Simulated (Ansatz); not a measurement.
Ideal-gas functions of C2H4S2 (`CC1SS1`) at 400 K and 1 bar, from an Ansatz frequency run at PBE0-D4/def2-TZVP.

Molar mass 92.19 g/mol, point group Cs (symmetry number 1), electronic degeneracy 1, moments of inertia 78.659, 106.014, 167.676 u Å². Harmonic wavenumbers (cm⁻¹, unscaled): 243, 285, 358, 538, 597, 760, 998, 1039, 1089, 1124, 1324, 1403, 1469, 1479, 3050, 3119, 3144, 3163.

Use S(trans) = R[1.5 ln M + 2.5 ln T − 1.1517]; rotational temperatures θ = 24.2544 K / I; S(rot) = R[ln(√π/σ · √(T³/θAθBθC)) + 1.5]; for each mode x = 1.438777 ν̃/T, S = R[x/(eˣ − 1) − ln(1 − e⁻ˣ)] and H = RT x/(eˣ − 1); 1 cm⁻¹ = 0.0119627 kJ/mol; R = 8.31446 J/(mol·K).

Q: By hand: the entropy, in J/(mol·K).

A: Translation 171.4. Rotation: θ = 0.3083, 0.2288, 0.1447 K, giving 111.0. Vibration, mode by mode: 9.69, 8.46, 6.76, 4.01, 3.39, 2.14, 1.08, 0.96, 0.83, 0.75, 0.41, 0.33, 0.27, 0.26, 0.00, 0.00, 0.00, 0.00, in all 39.3. Electronic 0.0. Sum 321.7 J/(mol·K).

Q: By hand: H − E and G − E in kJ/mol, counted from the electronic energy.

A: Zero-point energy ½ × 25182 × 0.0119627 = 150.6; thermal vibration 9.9; translation, rotation and pV give 4 RT = 13.3. H − E = 173.8 kJ/mol, and G − E = 173.8 − 400 × 321.7/1000 = 45.1 kJ/mol.

Vibration gives 12 % of the entropy.
